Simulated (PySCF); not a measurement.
# TDDFT excited states: FNO

Nitrosyl fluoride, FNO.
Z-matrix (Å and degrees, PBE0-D3(BJ)/def2-SVP geometry), rows numbered from 1:
```
O 
N   1  1.1364
F   2  1.4504  1  110.74
```

Computed, not measured: TDDFT wB97X-D/def2-SVPD, vertical, gas phase, core orbitals frozen in the response (PySCF).

Question: Predict the UV-vis stick spectrum at this level.

Answer: 

```
state  λ (nm)  E (eV)       f  symmetry  main configurations (H = HOMO, L = LUMO)
   S1   308.6    4.02  0.0020         –                                 H→L (99%)
   S2   198.3    6.25  0.0003         –                               H-1→L (98%)
   S3   174.6    7.10  0.0053        A′                  H-2→L (79%), H→L+1 (20%)
   S4   130.7    9.49   0.078        A′                H-1→L+1 (67%), H→L+1 (26%)
   S5   127.8    9.71  0.0011         –                               H-3→L (91%)
   S6   125.2    9.91  0.0012         –                             H-2→L+1 (92%)
   S7   124.0   10.00   0.222        A′   H→L+1 (42%), H-1→L+1 (28%), H-4→L (11%)
   S8   113.3   10.95  0.0030        A″                               H-5→L (98%)
   S9   112.1   11.06   0.042        A′      H→L+2 (56%), H→L+4 (30%), H→L+3 (8%)
  S10   107.3   11.55   0.023        A″                               H→L+5 (99%)
```

Triplets, Tamm–Dancoff:

| state | E (eV) | λ (nm) | main configurations (H = HOMO, L = LUMO) |
| --- | --- | --- | --- |
| T1 | 2.92 | 425.1 | H→L (99%) |
| T2 | 5.77 | 214.8 | H-2→L (87%), H-4→L (10%) |
| T3 | 5.83 | 212.8 | H-1→L (94%) |
| T4 | 6.58 | 188.4 | H→L+1 (94%) |

The lowest singlet comes at 309 nm (388 kJ/mol) in the ultraviolet; it is very weak; its leading configuration is HOMO→LUMO (99%). The most intense listed level is S7 at 10.00 eV (124 nm, f = 0.222), 5.98 eV above S1. Löwdin shares by element: HOMO oxygen 39%, fluorine 31%, nitrogen 30%; LUMO nitrogen 52%, oxygen 40%, fluorine 8%. Weighted by f, the mean energy of these states is 10.04 eV. Of the 10 states listed, 4 reach f = 0.01 and 1 stays under 0.0005. The oscillator strengths of these states sum to 0.378; summed over the whole spectrum of an exact calculation they would give the number of electrons, 24 (Thomas–Reiche–Kuhn). All these states lie below the vertical ionisation energy of 13.19 eV (ΔSCF). Symmetry labels in Cs follow from the direction of the transition dipole and are given only for states with f of 0.002 or more. Only the lowest 10 singlets were computed, as vertical energies without vibronic structure.

On one thread, Arm Neoverse V2 (aarch64), shared host with 96 logical CPUs at a one-minute load of 41, this took 4.6 s of wall time and 0.31 GiB of memory at its peak.
